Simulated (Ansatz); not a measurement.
```yaml
crystal:
  periodic: [false, false, false]
  atoms:
    - {symbol: N, position_ang: [-1.202685, 1.040693, -0.743966]}
    - {symbol: Si, position_ang: [0.551863, 0.644441, -0.227558]}
    - {symbol: Al, position_ang: [0.460972, -1.356819, 1.470020]}
    - {symbol: H, position_ang: [-1.813533, 0.104171, -0.847461]}
    - {symbol: H, position_ang: [-1.392516, 1.559522, -1.445508]}
    - {symbol: H, position_ang: [1.063694, 1.834446, 0.368405]}
    - {symbol: H, position_ang: [1.437629, 0.266498, -1.476091]}
    - {symbol: H, position_ang: [1.794053, -1.446673, 2.239704]}
    - {symbol: H, position_ang: [-0.728362, -2.205966, 1.419945]}
basis:
  gaussian: {orbitals: 6-31G, nuclear_model: gaussian}
total_charge: -3
magnetization: {spin_polarized: true, initial_magnetization: 1}
hamiltonian: {xc: {name: wB97M-V}}
scf: {lower_state_search: full}
output: {forces: true}
```

```sh
$ ansatz run in.yaml --threads 2 --pin off --events-out ev --progress --plain --max-ram 4352MiB
```

It prints (some lines left out):

```
Functional definition: wB97M-V
602 factors; integrals over basis functions are off by at most 2.5e-4 eV
250 factors; integrals over basis functions are off by at most 5.5e-6 eV
mean field evaluation 1: about -15999.9619 eV, gradient 5.8e1 eV
mean field evaluation 2: about -16000.0989 eV, gradient 5.8e1 eV
mean field evaluation 4: about -16028.7679 eV, gradient 4.0e1 eV
mean field evaluation 8: about -16040.3090 eV, gradient 1.0e0 eV
mean field evaluation 16: about -16040.4285 eV, gradient 1.9e-2 eV
mean field evaluation 32: about -16040.4286 eV, gradient 7.2e-5 eV
mean field -16040.42858417 eV, -589.4748778751 hartree, gradient 3.8e-6 eV, S^2 0.752021; 11 other end points of the search recorded, 0 dependent functions left out
reference -16040.42863454 eV, -589.4748797261 hartree; 22, 21 occupied and 25, 26 virtual orbitals, 602 factors
Total energy: -16040.42863454 eV, -589.4748797261 hartree
Atom 0 at    -1.202685     1.040693    -0.743966 Å, force     0.453657    -6.574076     6.822771 eV/Å
Atom 1 at     0.551863     0.644441    -0.227558 Å, force    -1.472130    -2.773498    -0.504677 eV/Å
Atom 2 at     0.460972    -1.356819     1.470020 Å, force     0.713785     2.474929    -1.165730 eV/Å
Atom 3 at    -1.813533     0.104171    -0.847461 Å, force     1.098307     1.291833     0.501042 eV/Å
Atom 4 at    -1.392516     1.559522    -1.445508 Å, force    -1.406114     5.509106    -7.348500 eV/Å
Atom 5 at     1.063694     1.834446     0.368405 Å, force     1.134184     2.043817     0.403858 eV/Å
Atom 6 at     1.437629     0.266498    -1.476091 Å, force     0.257400     0.706519     0.017719 eV/Å
Atom 7 at     1.794053    -1.446673     2.239704 Å, force     1.377092    -0.496868     0.943090 eV/Å
Atom 8 at    -0.728362    -2.205966     1.419945 Å, force    -2.156181    -2.181762     0.330428 eV/Å
Dipole moment:    -0.236790     1.440984    -1.371659 e Å
```

In this input the charge is far from anything that the molecule holds. Self-consistency was reached. The result belongs to that input, not to the molecule as meant.
